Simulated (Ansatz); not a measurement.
Geometry optimisation, Ansatz 0.2.0, RKS PBE-D4/6-31G*.

Input:

```yaml
crystal:
  periodic: [false, false, false]
  atoms:
    - { symbol: Si, position_ang: [-0.374899, -0.015781, -0.550778] }
    - { symbol: H, position_ang: [0.136113, 1.168786, 1.786976] }
    - { symbol: C, position_ang: [1.463978, -0.350391, -0.352251] }
    - { symbol: H, position_ang: [1.664859, -1.431265, -0.274603] }
    - { symbol: H, position_ang: [1.978212, 0.022609, -1.255498] }
    - { symbol: H, position_ang: [1.900516, 0.145767, 0.528332] }
    - { symbol: H, position_ang: [-0.73942, 1.420438, -0.343182] }
    - { symbol: H, position_ang: [-0.855658, -0.454291, -1.900558] }
    - { symbol: Cl, position_ang: [-1.453153, -1.192354, 0.841127] }
    - { symbol: H, position_ang: [-0.254246, 0.686482, 2.134936] }
basis:
  gaussian: { orbitals: "6-31G*" }
hamiltonian:
  xc: pbe
  dispersion: d4
relax:
  f_tol: 0.03
  max_steps: 50
```

Run as:

```bash
$ ansatz run input.yaml --threads 1 --pin off --max-ram 2048MiB --backend cpu --events-out ev --progress --plain --runs-dir out
```

Problem. Where does it end, and by what steps?

Solution. The forces met the threshold. The force dipped under the threshold on the way, but the program's further checks kept it going. After 10 steps the energy has fallen by 0.206 eV; H2 moved furthest, 0.92 Å.

```tsv
step	energy less start (eV)	largest force component (eV/Å)	accepted
0	0.0000	1.236	yes
1	-0.1266	0.131	yes
2	-0.1708	0.090	yes
3	-0.1944	0.105	yes
4	-0.1989	0.110	yes
5	-0.1025	0.715	no
6	-0.2019	0.060	yes
7	-0.2036	0.172	yes
8	-0.2051	0.016	yes
9	-0.2054	0.047	yes
10	-0.2059	0.018	yes
```

```xyz
10
Properties=species:S:1:pos:R:3
Si -0.406 -0.161 -0.766
H 0.292 1.558 2.607
C 1.432 -0.402 -0.462
H 1.709 -1.466 -0.540
H 2.015 0.163 -1.211
H 1.713 -0.041 0.540
H -0.800 1.281 -0.663
H -0.820 -0.694 -2.104
Cl -1.503 -1.205 0.677
H -0.167 0.967 2.537
```

Whether the end is a true minimum wasn't checked by a vibrational analysis.

The run took 28 s on 1 thread of Arm Neoverse V1 (shared host), peak memory 0.13 GiB.
